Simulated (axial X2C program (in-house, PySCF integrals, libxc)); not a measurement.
## Spin–orbit effects along a row: molecules with B (ions), PBE0

Calculated with an in-house all-electron X2C program for linear molecules (integrals from PySCF), spin-free (one-electron X2C) or two-component (2c: spin–orbit coupling with atomic mean-field Coulomb and Gaunt terms, which also bring small scalar terms), in Dyall basis sets with cores contracted in-house; open shells are unrestricted.

Basis sets: Al dyall-v3z, B dyall-v3z, Cl dyall-av3z, Mg dyall-cv3z, Na dyall-cv3z, P dyall-v3z, S dyall-av3z, Si dyall-v3z.

| molecule | spin-free state | Re (Å) | ωe (cm⁻¹) | De (eV) | 2c state | Re 2c (Å) | ωe 2c (cm⁻¹) | De 2c (eV) |
| --- | --- | --- | --- | --- | --- | --- | --- | --- |
| NaB⁺ | M_S = 1/2, Λ = 0 | 2.843 | 210.9 | 0.62 | Ω = 1/2 | 2.843 | 210.9 | 0.62 |
| MgB⁺ | M_S = 0, Λ = 0 | 2.567 | 343.8 | 1.51 | Ω = 0 | 2.567 | 343.7 | 1.51 |
| AlB⁺ | M_S = 1/2, Λ = 0 | 2.748 | 239.9 | 0.96 | Ω = 1/2 | 2.749 | 239.9 | 0.96 |
| SiB⁺ | M_S = 1, Λ = 1 | 2.103 | 545.3 | 2.72 | Ω = 2 | 2.103 | 546.1 | 2.71 |
| BP⁺ | M_S = 3/2, Λ = 0 | 1.852 | 769.7 | 2.96 | Ω = 3/2 | 1.852 | 769.5 | 2.96 |
| BS⁺ | M_S = 1, Λ = 1 | 1.706 | 982.7 | 3.36 | Ω = 2 | 1.706 | 982.3 | 3.38 |
| BCl⁺ | M_S = 1/2, Λ = 0 | 1.599 | 1147.1 | 4.23 | Ω = 1/2 | 1.599 | 1146.8 | 4.22 |

Fragments in 2c: Na+ + B, Mg+ + B, Al+ + B, Si+ + B, P + B+, S + B+, Cl + B+. Each entry is the lowest single determinant of a limited PBE0 search at one distance. De goes to single-determinant-based atoms at the same level (for ions the charge split of lowest energy) and is withheld (n/a) where an atom does not fit its ground term or J level. Main or longest-lived isotopes. One determinant is a doubtful description, or other states lie close, for SiB⁺, BP⁺, BS⁺; these need not be ground states, and all values refer to the states named. Some open-shell Ω = 0 determinants are out of reach, so the Ω given for SiB⁺, BS⁺ need not be the lowest component. With several unpaired electrons the Ω given is that of one determinant, not necessarily of the lowest component. Some light 2c atoms are not at their ground J level, so De misses part of their lowering (0.04 eV or less). The functionals have no current term, which raises determinants with orbital currents.
